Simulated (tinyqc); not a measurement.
Inside a calculation. Method: RHF in the sto-3g basis, for OH-, spin multiplicity 1. The basis has no diffuse functions, so it cannot describe the extra electron: this is an exercise in the method, not the real anion. One step of it, computed by the program tinyqc.

Problem. Iteration 3: building the Fock matrix. J_ij = sum D_kl (ij|kl), K_ij = sum D_kl (ik|jl); F = H + J - 0.5 K; E = tr D H + tr D J / 2 - 0.25 tr D K + E_nn.

D after iteration 2:
```
            1O 1s      1O 2s    1O 2px    1O 2py     1O 2pz      2H 1s
1O 1s    2.119361  -0.513614  0.000000  0.000000   0.062829   0.042754
1O 2s   -0.513614   2.248149  0.000000  0.000000  -0.335320  -0.392313
1O 2px   0.000000   0.000000  2.000000  0.000000   0.000000   0.000000
1O 2py   0.000000   0.000000  0.000000  2.000000   0.000000   0.000000
1O 2pz   0.062829  -0.335320  0.000000  0.000000   0.626395   0.647424
2H 1s    0.042754  -0.392313  0.000000  0.000000   0.647424   1.107794
```

core Hamiltonian H = T + V (hartree):
```
             1O 1s      1O 2s     1O 2px     1O 2py     1O 2pz      2H 1s
1O 1s   -32.096763  -7.465065   0.000000   0.000000  -0.011776  -1.224724
1O 2s    -7.465065  -8.722785   0.000000   0.000000  -0.143894  -2.754274
1O 2px    0.000000   0.000000  -6.899284   0.000000   0.000000   0.000000
1O 2py    0.000000   0.000000   0.000000  -6.899284   0.000000   0.000000
1O 2pz   -0.011776  -0.143894   0.000000   0.000000  -6.989409  -2.040577
2H 1s    -1.224724  -2.754274   0.000000   0.000000  -2.040577  -4.238473
```

Two-electron integrals (ij|kl) in chemists' order, unique and non-zero (hartree):
```
(11|11) 4.785065   (21|11) 0.741380   (21|21) 0.136873   (22|11) 1.118947
(22|21) 0.256633   (22|22) 0.817206   (31|31) 0.024477   (32|31) 0.037809
(32|32) 0.180518   (33|11) 1.115814   (33|21) 0.256684   (33|22) 0.817023
(33|33) 0.880159   (41|41) 0.024477   (42|41) 0.037809   (42|42) 0.180518
(43|43) 0.047444   (44|11) 1.115814   (44|21) 0.256684   (44|22) 0.817023
(44|33) 0.785270   (44|44) 0.880159   (51|51) 0.024477   (52|51) 0.037809
(52|52) 0.180518   (53|53) 0.047444   (54|54) 0.047444   (55|11) 1.115814
(55|21) 0.256684   (55|22) 0.817023   (55|33) 0.785270   (55|44) 0.785270
(55|55) 0.880159   (61|11) 0.122078   (61|21) 0.022363   (61|22) 0.041711
(61|33) 0.041629   (61|44) 0.041629   (61|51) 0.001027   (61|52) 0.001933
(61|55) 0.041881   (61|61) 0.003701   (62|11) 0.313905   (62|21) 0.072972
(62|22) 0.259331   (62|33) 0.254795   (62|44) 0.254795   (62|51) 0.005489
(62|52) 0.042928   (62|55) 0.268150   (62|61) 0.012173   (62|62) 0.104151
(63|31) 0.007427   (63|32) 0.043989   (63|53) 0.008786   (63|63) 0.014407
(64|41) 0.007427   (64|42) 0.043989   (64|54) 0.008786   (64|64) 0.014407
(65|11) 0.233264   (65|21) 0.054901   (65|22) 0.208300   (65|33) 0.198973
(65|44) 0.198973   (65|51) 0.011029   (65|52) 0.076413   (65|55) 0.226715
(65|61) 0.009539   (65|62) 0.101658   (65|65) 0.112486   (66|11) 0.471111
(66|21) 0.111282   (66|22) 0.454981   (66|33) 0.437052   (66|44) 0.437052
(66|51) 0.010313   (66|52) 0.112863   (66|55) 0.490272   (66|61) 0.018701
(66|62) 0.235874   (66|65) 0.262714   (66|66) 0.774606
```

nuclear repulsion = 3.85206341 hartree

Give: Coulomb J; exchange K; Fock matrix F; total energy of this density.

Solution.

Coulomb J (hartree):
```
          1O 1s   1O 2s  1O 2px  1O 2py   1O 2pz   2H 1s
1O 1s   17.6455  3.3341  0.0000  0.0000  -0.0008  0.5449
1O 2s    3.3341  8.2987  0.0000  0.0000   0.0741  2.6446
1O 2px   0.0000  0.0000  8.3061  0.0000   0.0000  0.0000
1O 2py   0.0000  0.0000  0.0000  8.3061   0.0000  0.0000
1O 2pz  -0.0008  0.0741  0.0000  0.0000   8.2602  2.1521
2H 1s    0.5449  2.6446  0.0000  0.0000   2.1521  4.9027
```

exchange K (hartree):
```
         1O 1s    1O 2s  1O 2px  1O 2py   1O 2pz   2H 1s
1O 1s   9.7990   1.6658  0.0000  0.0000   0.0054  0.2866
1O 2s   1.6658   2.6725  0.0000  0.0000  -0.0763  0.9008
1O 2px  0.0000   0.0000  2.2973  0.0000   0.0000  0.0000
1O 2py  0.0000   0.0000  0.0000  2.2973   0.0000  0.0000
1O 2pz  0.0054  -0.0763  0.0000  0.0000   1.5191  0.7578
2H 1s   0.2866   0.9008  0.0000  0.0000   0.7578  1.3054
```

Fock matrix F (hartree):
```
           1O 1s    1O 2s  1O 2px  1O 2py   1O 2pz    2H 1s
1O 1s   -19.3507  -4.9638  0.0000  0.0000  -0.0153  -0.8231
1O 2s    -4.9638  -1.7603  0.0000  0.0000  -0.0316  -0.5600
1O 2px    0.0000   0.0000  0.2582  0.0000   0.0000   0.0000
1O 2py    0.0000   0.0000  0.0000  0.2582   0.0000   0.0000
1O 2pz   -0.0153  -0.0316  0.0000  0.0000   0.5112  -0.2674
2H 1s    -0.8231  -0.5600  0.0000  0.0000  -0.2674   0.0116
```

total energy of this density = -73.942769 hartree

This density is a damped mixture and is not idempotent.
